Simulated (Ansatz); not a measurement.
Two structures of CH4ClO, doublet, reached by relaxing down either side of one saddle point (PBE0-D4/def2-TZVP). Energies are electronic, without zero-point energy. Computed with Ansatz 0.2.0 (basis: def2-TZVPP and def2-QZVPP); correlated methods freeze the cores; orbitals are unrestricted. Extrapolation: Hartree–Fock as exp(−7.88 √X), correlation as X^−2.97. First:

| atom | x (Å) | y (Å) | z (Å) |
| --- | --- | --- | --- |
| H1 | -0.2581 | -0.8081 | -0.3144 |
| C2 | 0.6235 | -0.6740 | 0.3079 |
| Cl3 | 0.8100 | 1.0666 | 0.6337 |
| O4 | -1.9799 | 1.1523 | -1.1034 |
| H5 | 1.5167 | -1.0201 | -0.2057 |
| H6 | 0.5060 | -1.1861 | 1.2594 |
| H7 | -1.2183 | 1.4695 | -0.5776 |

Second:

H1  (-0.990, 0.043, -0.640)
C2  (0.947, -0.651, 0.533)
Cl3  (1.417, 0.897, 1.009)
O4  (-1.704, 0.560, -1.027)
H5  (1.432, -1.071, -0.336)
H6  (0.399, -1.245, 1.250)
H7  (-1.499, 1.467, -0.788)
(Å)

(1) Which bonds change from the first to the second?

(2) Give the saddle point's structure and its height above each. (To be estimated.)

T1 diagnostic: at most 0.022. ⟨S²⟩ of the unrestricted Hartree–Fock references: 0.75 to 0.77 (a pure state has 0.75). The end structure is not quite a true minimum (one mode of 61i cm⁻¹).

Results:

(1) CH₃Cl ([CH3][Cl]) + OH → CH₂Cl ([CH2][Cl]) + H₂O; bonds formed: H1–O4; bonds broken: H1–C2.

(2) By the calculation: 7.82 kcal/mol above the first and 25.00 kcal/mol above the second (CCSD(T) at an estimated basis limit (MP2 extrapolated from triple and quadruple zeta, plus CCSD(T) − MP2 in triple zeta)).
```xyz
7
angstrom
H -0.4109 -0.1396 -0.2891
C 0.5427 -0.4728 0.2935
Cl 1.3340 0.9366 0.9602
O -1.5307 0.4275 -0.9386
H 1.1934 -0.9667 -0.4241
H 0.2105 -1.1320 1.0918
H -1.3391 1.3471 -0.6937
```

Labels in which every atom is bracketed show which atoms are joined, not bond orders.

For scale, one of the runs: CCSD(T)/def2-TZVPP, 160 basis functions, launched by `ansatz run in.yaml --threads 4 --pin off --events-out ev --progress --plain --max-ram 9574MiB`. Hardware: 4 CPU threads of an Arm Neoverse V2, shared host. Wall time 55 s; peak host memory 3 GiB.
